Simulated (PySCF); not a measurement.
CHO, SMILES [CH]=O (connectivity only; charge and spin as stated), charge +1, multiplicity 1.

The structure is a stationary point at r2SCAN-D4/def2-TZVPD. The isomer is the one that the SMILES or the coordinates give; other isomers of the formula were not compared.

Level of theory: CAM-B3LYP/def2-TZVPD run with PySCF.

The molecule is in vacuum.

- total energy: -113.54958 hartree
- point group: C∞v
- highest occupied level: -24.39 eV
- lowest empty level: -8.86 eV
- orbital gap: 15.53 eV
- dipole moment about the centre of nuclear charge: 3.78 D
- mean static polarisability: 9.7 bohr³ (1.44 Å³)
- polarisability, principal values: 7.7, 7.7, 13.8 bohr³
